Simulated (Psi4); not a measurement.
# AlH3S (SMILES [AlH2][SH]): MP2/cc-pVDZ (density fitting, density fitting for correlation)

What is the energy change on altering one bond length of AlH3S at MP2/cc-pVDZ (density fitting, density fitting for correlation)? 

The calculation is run with Psi4 1.11.

4 further runs of the same task are left out: 1 that didn't finish, 3 set aside as unsound or not needed.

**1. The system as given**

AlH3S has 5 atoms, charge 0, and is taken as a singlet. SMILES: `[AlH2][SH]`. The coordinates come from a PBE0-D4/def2-TZVP relaxation.

Bond lengths: Al1–S2 2.181 Å, Al1–H3 1.579 Å, Al1–H4 1.581 Å, S2–H5 1.344 Å. Angles: Al1–S2–H5 93.7°, S2–Al1–H3 116.5°, S2–Al1–H4 118.9°, H3–Al1–H4 124.6°.

**2. The energy at MP2/cc-pVDZ (density fitting, density fitting for correlation)**

The input, alh3s.xyz:

```xyz
5
AlH3S
Al    -0.616100    -0.064200    -0.181700
S      1.129100    -0.343100     1.096600
H     -1.981700    -0.650100     0.351100
H     -0.441100     0.696000    -1.556400
H      1.959700     0.287800     0.249000
```

The input, alh3s.py:

```python
import psi4

psi4.set_memory(1600000000)
psi4.set_num_threads(1)
psi4.core.set_output_file('psi4.out', False)

with open('alh3s.xyz') as f:
    atoms = ''.join(f.readlines()[2:])
molecule = psi4.geometry('0 1\n' + atoms + '')

psi4.set_options({
    'basis': 'cc-pVDZ',
    'freeze_core': True,
    'mp2_type': 'df',
})

E, wfn = psi4.energy('mp2', return_wfn=True)
print(f'mp2 energy: {E:.10f} Eh')
for k, v in sorted(psi4.core.scalar_variables().items()):
    print(f'{k:45s} {v:18.10f}')
```

The run is started by

```
$ python alh3s.py
```

psi4.out:

```text
[...]
  Running in c1 symmetry.
[...]
  Nuclear repulsion =   73.814899731463512
[...]
  Multiplicity = 1
[...]
  Nalpha       = 16
  Nbeta        = 16
[...]
    Number of basis functions: 51
[...]
   @DF-RHF iter   1:  -641.19859061401871   -5.82760e-01   3.61188e-03 ADIIS/DIIS
[...]
   @DF-RHF iter  10:  -641.22756130478513   -1.21645e-11   8.75343e-09 DIIS
[...]
    Orbital Energies [Eh]
    ---------------------
    Doubly Occupied:
       1A    -91.944065     2A    -58.499029     3A     -8.949150
       4A     -6.630886     5A     -6.629516     6A     -6.628029
       7A     -4.914611     8A     -3.229298     9A     -3.227856
      10A     -3.226522    11A     -0.954657    12A     -0.576736
      13A     -0.530181    14A     -0.440306    15A     -0.422693
      16A     -0.384286
[...]
  @DF-RHF Final Energy:  -641.22756130478513
   => Energetics <=
    Nuclear Repulsion Energy =             73.8148997314635125
    One-Electron Energy =               -1035.7092848858576417
    Two-Electron Energy =                 320.6668238496090453
    Total Energy =                       -641.2275613047851266
[...]
 Multipole Moments:
 ------------------------------------------------------------------------------------
     Multipole            Electronic (a.u.)      Nuclear  (a.u.)        Total (a.u.)
 ------------------------------------------------------------------------------------
 L = 1.  Multiply by 2.5417464519 to convert [e a0] to [Debye]
 Dipole X            :          0.3520813           -0.4192212           -0.0671399
 Dipole Y            :         -0.5265364            0.7446734            0.2181371
 Dipole Z            :          1.1549462           -1.5994045           -0.4444583
 Magnitude           :                                                    0.4996346
[...]
```

Standard output:

```text
mp2 energy: -641.4306457685 Eh
CURRENT CORRELATION ENERGY                         -0.2030844637
CURRENT ENERGY                                   -641.4306457685
CURRENT REFERENCE ENERGY                         -641.2275613048
CUSTOM SCS-MP2 CORRELATION ENERGY                  -0.2088625065
CUSTOM SCS-MP2 TOTAL ENERGY                      -641.4364238113
DD SOLVATION ENERGY                                 0.0000000000
HF KINETIC ENERGY                                 641.2662966827
HF POTENTIAL ENERGY                             -1282.4938579875
HF TOTAL ENERGY                                  -641.2275613048
HF VIRIAL RATIO                                     1.9999395955
MP2 CORRELATION ENERGY                             -0.2030844637
MP2 DOUBLES ENERGY                                 -0.2030844637
MP2 OPPOSITE-SPIN CORRELATION ENERGY               -0.1628857907
MP2 SAME-SPIN CORRELATION ENERGY                   -0.0401986730
MP2 SINGLES ENERGY                                 -0.0000000000
MP2 TOTAL ENERGY                                 -641.4306457685
NUCLEAR REPULSION ENERGY                           73.8148997315
ONE-ELECTRON ENERGY                             -1035.7092848859
PCM POLARIZATION ENERGY                             0.0000000000
PE ENERGY                                           0.0000000000
SCF ITERATION ENERGY                             -641.2275613048
SCF ITERATIONS                                     10.0000000000
SCF TOTAL ENERGY                                 -641.2275613048
SCS-MP2 CORRELATION ENERGY                         -0.2088625065
SCS-MP2 TOTAL ENERGY                             -641.4364238113
TWO-ELECTRON ENERGY                               320.6668238496
```

It took 1.5 s on 1 thread of Intel Xeon 6975P-C (Granite Rapids), shared host; peak memory 0.25 GiB.

**3. The distorted shape at the same level**

The input, job.json:

```json
{
 "schema_name": "qcschema_input",
 "schema_version": 1,
 "molecule": {
  "schema_name": "qcschema_molecule",
  "schema_version": 2,
  "symbols": ["Al", "S", "H", "H", "H"],
  "geometry": [-1.29655054, -0.69598991, 0.69583495, 2.00139949, -1.22303453, 3.11147186, -3.87716054, -1.80318045, 1.70268103, -0.83355819, 1.31524938, -2.94116974, 3.57100601, -0.03080632, 1.50974],
  "molecular_charge": 0,
  "molecular_multiplicity": 1
 },
 "driver": "energy",
 "model": {
  "method": "mp2",
  "basis": "cc-pVDZ"
 },
 "keywords": {
  "freeze_core": true,
  "mp2_type": "df"
 }
}
```

The run is started by

```
$ psi4 --qcschema job.json -n 1 --memory 1600MB
```

stdout:

```text
[...]
  Running in c1 symmetry.
[...]
  Nuclear repulsion =   72.156102256070611
[...]
  Multiplicity = 1
[...]
  Nalpha       = 16
  Nbeta        = 16
[...]
    Number of basis functions: 51
[...]
   @DF-RHF iter   1:  -641.14467972619968   -6.37403e-01   3.64962e-03 ADIIS/DIIS
[...]
   @DF-RHF iter  11:  -641.17459807206512   -9.09495e-13   2.62572e-09 DIIS
[...]
    Orbital Energies [Eh]
    ---------------------
    Doubly Occupied:
       1A    -91.958132     2A    -58.543980     3A     -8.963016
       4A     -6.644639     5A     -6.643424     6A     -6.641810
       7A     -4.951807     8A     -3.266917     9A     -3.265351
      10A     -3.263485    11A     -0.966752    12A     -0.579635
      13A     -0.521895    14A     -0.444846    15A     -0.395963
      16A     -0.374732
[...]
  @DF-RHF Final Energy:  -641.17459807206512
   => Energetics <=
    Nuclear Repulsion Energy =             72.1561022560706107
    One-Electron Energy =               -1031.8086286703039605
    Two-Electron Energy =                 318.4779283421681271
    Total Energy =                       -641.1745980720652369
[...]
 Multipole Moments:
 ------------------------------------------------------------------------------------
     Multipole            Electronic (a.u.)      Nuclear  (a.u.)        Total (a.u.)
 ------------------------------------------------------------------------------------
 L = 1.  Multiply by 2.5417464519 to convert [e a0] to [Debye]
 Dipole X            :          0.2929162           -0.3557695           -0.0628533
 Dipole Y            :         -1.0732984            1.0203079           -0.0529905
 Dipole Z            :          2.1721869           -2.0978454            0.0743415
 Magnitude           :                                                    0.1108385
[...]
```

The result, in JSON:

```text
{
 "driver": "energy",
 "model": {
  "method": "mp2",
  "basis": "cc-pVDZ"
 },
 "success": true,
 "return_result": -641.3800280089307,
 "properties": {
  "calcinfo_nbasis": 51,
  "calcinfo_nmo": 51,
  "calcinfo_nalpha": 16,
  "calcinfo_nbeta": 16,
  "calcinfo_natom": 5,
  "nuclear_repulsion_energy": 72.15610225607061,
  "return_energy": -641.3800280089307,
  "scf_one_electron_energy": -1031.808628670304,
  "scf_two_electron_energy": 318.4779283421681,
  "scf_dipole_moment": [-0.06285325167119771, -0.05299051737610272, 0.07434148121184991],
  "scf_total_energy": -641.1745980720651,
  "scf_iterations": 11,
  "mp2_same_spin_correlation_energy": -0.040456940803352805,
  "mp2_opposite_spin_correlation_energy": -0.1649729960622634,
  "mp2_singles_energy": -1.1255401557126895e-28,
  "mp2_doubles_energy": -0.2054299368656162,
  "mp2_correlation_energy": -0.2054299368656162,
  "mp2_total_energy": -641.3800280089307
 }
}
```

Run time: 1.5 s. Hardware: 1 thread of Intel Xeon 6975P-C (Granite Rapids), shared host; peak memory 0.25 GiB.

**4. Outcome**

At MP2/cc-pVDZ (density fitting, density fitting for correlation), 10 core orbitals frozen:

```
                                                          quantity          value
                                         first shape: total energy  -641.43065 Eh
                  first shape: HOMO energy (Hartree–Fock orbitals)      -10.46 eV
                  first shape: LUMO energy (Hartree–Fock orbitals)        1.33 eV
                first shape: HOMO–LUMO gap (Hartree–Fock orbitals)       11.79 eV
         first shape: correlation energy (10 core orbitals frozen)     -203.1 mEh
                                     distorted shape: total energy  -641.38003 Eh
              distorted shape: HOMO energy (Hartree–Fock orbitals)      -10.20 eV
              distorted shape: LUMO energy (Hartree–Fock orbitals)        1.10 eV
            distorted shape: HOMO–LUMO gap (Hartree–Fock orbitals)       11.30 eV
     distorted shape: correlation energy (10 core orbitals frozen)     -205.4 mEh
energy change with the Al1–H4 bond stretched from 1.581 to 2.213 Å       1.377 eV
```

With the Al1–H4 bond stretched from 1.581 to 2.213 Å the energy rises by 1.38 eV (133 kJ/mol). The first shape isn't relaxed at this level, so the change isn't measured from a minimum.
